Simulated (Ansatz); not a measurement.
# CH5AlSi (SMILES C=[SiH][AlH2]): single points off equilibrium

Aim: energy, forces and dipole at a structure displaced at random from a GFN2-xTB minimum, from CCSD(T) and from density functionals.

The runs use Ansatz 0.2.0, Gaussian basis; single points in def2-TZVPP.

Correlated methods freeze the cores.

## 1. Where the work starts

SMILES `C=[SiH][AlH2]`, 8 atoms, charge 0, spin multiplicity 1.

Atoms are counted from 1 here; the program's logs count them from 0.

Bond lengths: C1–Si2 1.881 Å, C1–H4 1.006 Å, C1–H5 1.058 Å, Si2–Al3 2.372 Å, Si2–H6 1.720 Å, Al3–H7 1.683 Å, Al3–H8 1.751 Å. Angles: Si2–C1–H4 120.5°, Si2–C1–H5 118.5°, H4–C1–H5 120.9°, C1–Si2–Al3 130.2°, C1–Si2–H6 109.4°, Al3–Si2–H6 120.2°, Si2–Al3–H7 116.1°, Si2–Al3–H8 131.6°, H7–Al3–H8 112.3°.

As a file:

```
C    -1.37840    0.94780   -1.05370
Si    0.11470    0.65600    0.05310
Al    1.17600   -1.36840    0.68780
H    -1.70950    1.88110   -1.22960
H    -1.83830    0.11190   -1.51150
H     0.59210    2.14430    0.77060
H     2.43040   -1.23000    1.80090
H     0.90180   -3.02760    0.19880
```

## 2. CCSD(T)/def2-TZVPP

The input, run/in.yaml:

```yaml
crystal:
  periodic: [false, false, false]
  atoms:
    - {symbol: C, position_ang: [-1.378400, 0.947800, -1.053700]}
    - {symbol: Si, position_ang: [0.114700, 0.656000, 0.053100]}
    - {symbol: Al, position_ang: [1.176000, -1.368400, 0.687800]}
    - {symbol: H, position_ang: [-1.709500, 1.881100, -1.229600]}
    - {symbol: H, position_ang: [-1.838300, 0.111900, -1.511500]}
    - {symbol: H, position_ang: [0.592100, 2.144300, 0.770600]}
    - {symbol: H, position_ang: [2.430400, -1.230000, 1.800900]}
    - {symbol: H, position_ang: [0.901800, -3.027600, 0.198800]}
basis:
  gaussian: {orbitals: def2-TZVPP}
correlation: {method: ccsd_t}
output: {forces: true}
```

No record of the launch command was kept for these runs.

## 3. PBE0-D4/def2-TZVPP

run/in.yaml, as its differences from that of step 2:

```diff
@@ -13,3 +13,3 @@
   gaussian: {orbitals: def2-TZVPP}
-correlation: {method: ccsd_t}
-output: {forces: true}
+hamiltonian: {xc: pbe0, dispersion: d4}
+output: {forces: true, orbitals: {seedname: orbitals}}
```

## 4. wB97M-V/def2-TZVPP

run/in.yaml, as its differences from that of step 3:

```diff
@@ -13,3 +13,3 @@
   gaussian: {orbitals: def2-TZVPP}
-hamiltonian: {xc: pbe0, dispersion: d4}
-output: {forces: true, orbitals: {seedname: orbitals}}
+hamiltonian: {xc: {name: wB97M-V}}
+output: {forces: true}
```

## 5. r2SCAN-D4/def2-TZVPP

run/in.yaml, as its differences from that of step 4:

```diff
@@ -13,3 +13,3 @@
   gaussian: {orbitals: def2-TZVPP}
-hamiltonian: {xc: {name: wB97M-V}}
+hamiltonian: {xc: r2scan, dispersion: d4}
 output: {forces: true}
```

## 6. PBE-D4/def2-TZVPP

run/in.yaml, as its differences from that of step 5:

```diff
@@ -13,3 +13,3 @@
   gaussian: {orbitals: def2-TZVPP}
-hamiltonian: {xc: r2scan, dispersion: d4}
+hamiltonian: {xc: pbe, dispersion: d4}
 output: {forces: true}
```

## 7. r2SCANh-D4/def2-TZVPP

run/in.yaml, as its differences from that of step 6:

```diff
@@ -13,3 +13,3 @@
   gaussian: {orbitals: def2-TZVPP}
-hamiltonian: {xc: pbe, dispersion: d4}
+hamiltonian: {xc: {name: r2SCANh}, dispersion: d4}
 output: {forces: true}
```

## 8. CAM-B3LYP-D4/def2-TZVPP

run/in.yaml, as its differences from that of step 7:

```diff
@@ -13,3 +13,3 @@
   gaussian: {orbitals: def2-TZVPP}
-hamiltonian: {xc: {name: r2SCANh}, dispersion: d4}
+hamiltonian: {xc: {name: CAM-B3LYP}, dispersion: d4}
 output: {forces: true}
```

(Steps that only read results are left out.)

What does the calculation give? Wanted: energy less free atoms, CCSD(T)/def2-TZVPP; RMS force component; RMS force error; HOMO and LUMO, PBE0-D4; T1 diagnostic.

**Answer**, as computed:

| quantity | value |
| --- | --- |
| energy less free atoms, CCSD(T)/def2-TZVPP | -23.059 eV |
| RMS force component | 1.776 to 1.967 eV/Å over the methods |
| RMS force error | PBE0-D4 0.184, wB97M-V 0.268, r2SCAN-D4 0.119, PBE-D4 0.140, r2SCANh-D4 0.155, CAM-B3LYP-D4 0.268 eV/Å |
| HOMO and LUMO, PBE0-D4 | -6.57 and -3.02 eV |
| T1 diagnostic | 0.018 |

What this shows: Against CCSD(T) the functionals' energies less atoms differ by -0.686 to -0.282 eV, PBE-D4 by -0.686 eV. CCSD(T) in triple zeta still lacks some correlation energy of the bonds, so part of these gaps is its own basis error and they don't rank the functionals. On forces the order runs from r2SCAN-D4 to CAM-B3LYP-D4. Frozen-core CCSD(T) forces in triple zeta carry basis errors of their own, and this is one geometry, so small gaps rank nothing. The restricted Hartree–Fock reference is unstable towards an unrestricted one at one or more of these structures.
